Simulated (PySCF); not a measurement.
Calculation: PBE-D3(BJ)/def2-TZVP (PySCF). All species are isolated molecules in the gas phase. 

Reference species (SMILES): `[NH2]` (neutral, multiplicity 2).

The highest occupied spin orbital is -7.10 eV.

Changed species: `[CH3]` (radical fragment; the reference has radical fragment).

Q: Predict the effect on the highest occupied spin orbital.

A: the highest occupied spin orbital increases by 1.72 eV, to -5.38 eV.
